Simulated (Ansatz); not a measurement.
Which isomer of CH4AlMg gives these data?

These gas-phase data were calculated for one isomer of CH4AlMg at B3LYP/6-31G* (harmonic, unscaled wavenumbers; equilibrium rotational constants with average atomic masses):

```
rotational constants            : 27.58, 2.419, 2.255 GHz
all wavenumbers above 1500 cm⁻¹ : 3106, 3080, 3015, 1544
```

Candidates:

(1) `[CH3][Al][MgH]`, a doublet
(2) `[Mg][CH2][AlH2]`, a doublet
(3) `[CH3][AlH][Mg]`, a doublet

Which candidate do the data belong to?

Candidate (1). No mode falls between 1700 and 2050 cm⁻¹, where the Al–H stretch of (2), (3) would stand.

The same quantities for all candidates:

```tsv
	rotational constants (GHz)	wavenumbers above 1500 cm⁻¹	E above the lowest, B3LYP/6-31G* (kcal/mol)
(1)	27.58, 2.419, 2.255	3106, 3080, 3015, 1544	10.0
(2)	22.24, 3.061, 2.855	3091, 3023, 1904, 1900	3.4
(3)	20.54, 2.496, 2.257	3121, 3077, 3017, 1814	0.0
```

Harmonic stretches to hydrogen usually lie a few per cent above observed fundamentals. Each candidate is one conformer. Open shells are spin-unrestricted. Programs: Ansatz 0.2.0.
